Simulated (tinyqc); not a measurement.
Inside a calculation. Method: Hueckel theory of the pi electrons with the omega technique, for the molecule c1c[cH+]1 (SMILES; centres numbered as the heavy atoms are written). One step of it, computed by the program tinyqc.

Problem. Energy, charges, bond orders. E = sum n x; q_r = z_r - P_rr; bond order p = P_rs; free valence = sqrt(3) - sum of p over the bonds of the atom.

x values: [2.333333, -0.666667, -0.666667]

occupations: [2.000000, 0.000000, 0.000000]

charge and bond-order matrix P, order 1C, 2C, 3C:
```
[[0.666667, 0.666667, 0.666667],
 [0.666667, 0.666667, 0.666667],
 [0.666667, 0.666667, 0.666667]]
```

Centres:
```
centre  z_r, pi electrons of the neutral centre         h
1C                                            1  0.000000
2C                                            1  0.000000
3C                                            1  0.000000
```

Bonds:
```
i  j  k
1  2  1
2  3  1
3  1  1
```

Give: pi energy = 2 alpha + this times beta; pi charges; Bond orders and lengths from R = 1.517 - 0.180 p; free valence of the carbons; gap between the highest filled and the next level.

Solution.

pi energy = 2 alpha + this times beta = 4.667

pi charges: [0.333, 0.333, 0.333]

Bond orders and lengths from R = 1.517 - 0.180 p (angstrom, C-C alone):
```
bond      p      R
1-2   0.667  1.397
2-3   0.667  1.397
3-1   0.667  1.397
```

free valence of the carbons: [0.399, 0.399, 0.399]

gap between the highest filled and the next level = 3.000 |beta|
